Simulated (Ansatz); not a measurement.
Reaction (SMILES): C=[SiH2] (CH2-SiH2) + 2 [H][H] (H2) → C (CH4) + [SiH4] (SiH4)
B3LYP-D3(BJ)/def2-TZVP geometries, fixed; electronic energies without zero-point terms.
Largest species:
```xyz
6

C     -1.1498    -0.0548    -0.0450
Si     0.5479     0.0261     0.0215
H     -1.7685     0.8316    -0.0996
H     -1.6839    -0.9961    -0.0356
H      1.3979    -1.1745     0.0958
H      1.2833     1.3023     0.0091
```
Charge 0, spin multiplicity 1.

Basis-set convergence of the energy of full hydrogenation at B3LYP with Ansatz (a first-principles code). All functions are spherical. The program fits the integrals of some runs and decomposes those of others, by size. No added dispersion term, no relativity. Functions are those of the species that has most. Reference: the value in aug-pcseg-3, -65.26 kcal/mol. Deviations are taken from unrounded values.

```csv
basis,functions
pcseg-0,30
pcseg-1,52
aug-pcseg-1,86
pcseg-2,120
aug-pcseg-2,188
pcseg-3,256
aug-pcseg-3,370
```

Q: Which is the smallest pcseg set listed that can be trusted to 1 kcal/mol here, that is, within that of the reference together with its larger relatives (same family, alike in diffuse functions; a set with none to test it counts only in the reference's own line)?

A: The smallest set listed that lies within 1 kcal/mol of the reference with all its larger relatives (same family, alike in diffuse functions; a set with none counts only in the reference's own line) is pcseg-2 (120 functions, -0.46 kcal/mol off). Value minus reference: pcseg-0 1.59, pcseg-1 -2.47, aug-pcseg-1 -1.42, pcseg-2 -0.46, aug-pcseg-2 -0.31, pcseg-3 -0.01, aug-pcseg-3 0.00 kcal/mol.
